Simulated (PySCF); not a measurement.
**AsH4Br, a complex of two parts: interaction energy**

The task here is to estimate one member of a computed series from the others.

Computed with PySCF 2.14.0; each step states its level. No surroundings beyond the atoms listed, unless a continuum is named. Atoms count from 0, parts from 1.

## The system as given

6 atoms, charge 0, multiplicity 1; geometry: GFN2-xTB. Parts: 1 = atoms 0–1, `Br`, charge 0; 2 = atoms 2–5, `[AsH3]`, charge 0.

The first run:

Job settings and geometry (Å):

```
{"job": {"xc": "PBE0", "basis": "def2-TZVPD", "d3": "d3bj", "grid": 3, "kind": "geom", "shake": 0.01}, "charge": 0, "multiplicity": 1, "parts": [{"atoms": "0-1", "charge": 0, "multiplicity": 1}, {"atoms": "2-5", "charge": 0, "multiplicity": 1}]}
Br     0.617923     0.020714     0.256580
H     -0.518640    -0.645249    -0.251174
As    -2.178601     1.969200     1.099671
H     -3.066056     3.001590     1.644850
H     -1.245874     3.048975     0.635668
H     -1.449385     1.945367     2.416559
```

Run with:

```sh
$ OMP_NUM_THREADS=1 python cluster_run.py task.json out
```

One launch serves the whole session: the jobs run in the order shown.

Steps of the session up to this table: Optimising the geometry at PBE0-D3(BJ)/def2-TZVPD; Coupled-cluster interaction energy: CCSD(T) and MP2, 2.56 Å; Coupled-cluster interaction energy: CCSD(T) and MP2, 2.69 Å; Coupled-cluster interaction energy: CCSD(T) and MP2, 2.82 Å; Coupled-cluster interaction energy: CCSD(T) and MP2, 2.43 Å; Coupled-cluster interaction energy: CCSD(T) and MP2, 3.20 Å; Coupled-cluster interaction energy: CCSD(T) and MP2, 2.31 Å; Coupled-cluster interaction energy: CCSD(T) and MP2, 3.84 Å; Coupled-cluster interaction energy: CCSD(T) and MP2, 5.12 Å.

One table of the session follows, with a row left open; its other results are not shown here.

It belongs to the step «Coupled-cluster interaction energy: CCSD(T) and MP2, 5.12 Å». 

```
                 method  interaction energy (kcal/mol)
         HF/aug-cc-pVDZ                          -0.30
        MP2/aug-cc-pVDZ                          -0.34
       CCSD/aug-cc-pVDZ                          -0.30
    CCSD(T)/aug-cc-pVDZ                          -0.31
         HF/aug-cc-pVQZ                              ?
        MP2/aug-cc-pVQZ                          -0.34
    SCS-MP2/aug-cc-pVQZ                          -0.31
      MP2, extrapolated                          -0.34
CCSD(T), limit estimate                          -0.31
```

**Question.** Estimate the row for HF/aug-cc-pVQZ.

**Answer.** interaction energy (kcal/mol): -0.28. In the column «interaction energy (kcal/mol)» it is the highest.
